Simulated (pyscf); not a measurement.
`[O]=[Ge]` [singlet] + `[H][H]` → `[OH][GeH]` [singlet], an addition across a multiple bond or ene-type step (singlet surface; H–H broken, Ge–H, H–O formed). PySCF, gas phase, ωB97X-D3(BJ)/def2-SVP geometries. Energies in kcal/mol from the separated reactants.

GFN2-xTB: tblite. 

Q: In single points GFN2-xTB puts the saddle at 35.2 kcal/mol and the reaction energy at -11.1 kcal/mol. Should these be trusted to within a few kcal/mol? Compare with ωB97M-D3(BJ)/def2-TZVP.

A: ωB97M-D3(BJ)/def2-TZVP gives ΔE‡ = 34.2 kcal/mol and ΔE = -15.0 kcal/mol. GFN2-xTB lies 0.9 kcal/mol over it in the barrier and 3.9 kcal/mol over it in the reaction energy, so on this step it does not hold to within 3.0 kcal/mol. ωB97M-D3(BJ)/def2-TZVP has limits of its own. At the saddle there is also a short Ge–H contact that neither side keeps. One saddle was located; it need not be the lowest between these sides. In the def2 sets elements up to Kr have no core potential.
